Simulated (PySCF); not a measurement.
Species: C₄H₁₀NO (doublet state).
Cartesian coordinates in Å at the GFN2-xTB level; atoms count from 1:
```xyz
16
C4H10NO angstrom
C      2.7774   -0.0061   -0.1342
O      2.0107    0.6026    0.8116
C      0.6472    0.7638    0.5049
C     -0.1403   -0.5347    0.7190
C     -1.6491   -0.3509    0.5641
N     -2.0019   -0.0947   -0.8239
H      3.7310   -0.3424    0.2154
H      2.3345   -0.3734   -1.0397
H      0.5344    1.1094   -0.5310
H      0.2812    1.5392    1.1854
H      0.1995   -1.2828    0.0018
H      0.0736   -0.8989    1.7255
H     -2.1419   -1.2826    0.8554
H     -1.9893    0.4406    1.2542
H     -1.6649    0.8164   -1.1155
H     -3.0094   -0.0967   -0.9367
```

The hyperfine couplings belong to this conformer and change with its torsions.

As a line formula: `[CH2]OCCCN` [radical].

Method used: UKS B3LYP, pcH-1 on C H N O, non-relativistic, mean-field spin-orbit, GIAO (PySCF). One conformer (not necessarily the lowest) at the GFN2-xTB geometry, without solvent, vibrations or thermal averaging. A GFN2-xTB geometry isn't a minimum of the functional, and hyperfine couplings can be far from their values at a DFT geometry. The SCF solution wasn't tested for stability.

Question: What is the g tensor, term by term?

Answer: 
| Δg (ppm) | 1 | 2 | 3 |
| --- | --- | --- | --- |
| relativistic mass correction | -190 | -190 | -190 |
| gauge correction | -3 | 27 | 29 |
| orbital Zeeman/spin–orbit | -1 | 1389 | 2304 |
| total | -194 | 1226 | 2143 |

So g = 2.00213, 2.00355, 2.00446 and g_iso = 2.00338; the tensor is rhombic: the two nearest values differ by 39 % of g3 − g1. Axes: g3 points within 13° of the C1–H7 bond.

Question: What effective moment and Curie constant follow for a powder?

Answer: With the mean of g² = 4.0135 and S(S+1) = 0.75: μ_eff = √(⟨g²⟩S(S+1)) = 1.735 μB and χT = 0.12505·⟨g²⟩·S(S+1) = 0.376 cm³ K/mol (cgs; spin-Hamiltonian part alone).

Question: At 9.302 GHz, how far is the centre of the isotropic spectrum from where a free electron (g = 2.002319) resonates?

Answer: B = hν/(g μB) with μB/h = 13.99624 MHz/mT gives 331.92 mT for the free electron and 331.74 mT at g_iso, 0.18 mT lower.

Question: In a frozen sample, at which fields do the three g values resonate at 9.5, 34, 94 and 263 GHz (hyperfine left aside), and which band first spreads them over more than twice a line width of 0.5 mT?

Answer: 
```json
{"band": "X", "GHz": "9.5", "B(g3) mT": "338.62", "B(g2) mT": "338.78", "B(g1) mT": "339.02", "spread mT": "0.40"}
{"band": "Q", "GHz": "34.0", "B(g3) mT": "1211.91", "B(g2) mT": "1212.46", "B(g1) mT": "1213.32", "spread mT": "1.41"}
{"band": "W", "GHz": "94.0", "B(g3) mT": "3350.57", "B(g2) mT": "3352.10", "B(g1) mT": "3354.48", "spread mT": "3.91"}
{"band": "J", "GHz": "263.0", "B(g3) mT": "9374.46", "B(g2) mT": "9378.75", "B(g1) mT": "9385.40", "spread mT": "10.94"}
```

The spread grows in proportion to the frequency. Q band is the first where it exceeds 1.0 mT.

The largest Mulliken spin populations are on C1 (+0.93) and O2 (+0.14). C1 is the only atom above +0.15. The angles at C1 add up to 357.4°, so it is nearly planar; its axial dipolar tensor and the negative couplings of its protons fit spin in a p orbital normal to that plane.

The HOMO–LUMO gaps are 5.51 eV among the α and 5.89 eV among the β orbitals.
